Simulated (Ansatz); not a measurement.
For Ta (model structure, started from the beta-Sn type, I4₁/amd, No. 141, 2 atoms in the cell), PBEsol (plane waves, PAW; Ansatz, a program for electronic structure) gives:

```
Quantity              Value
------------------  -------
lattice constant a  5.219 Å
c axis length       2.784 Å
```

Q: What does r²SCAN (Ansatz, plane waves, PAW) give for the same quantities?

A: 
- lattice constant a: 5.256 Å (rises by 0.7 %)
- lattice parameter c: 2.802 Å (grows by 0.6 %)

Changes are worked out from the printed values.

Unless a cell is named, each level is at its own relaxed cell (PBEsol 18.96, r²SCAN 19.35 Å³/atom).

Levels without +SOC leave out spin–orbit coupling, which shifts energies and cells of such heavy elements.

Ansatz's density-functional and Hartree–Fock values are scalar-relativistic unless marked +SOC, with PAW data made under PBE.

A model structure was made by putting elements into a prototype or built by hand; it is no filed structure, need not be a known phase, and can be a saddle point held by its symmetry.
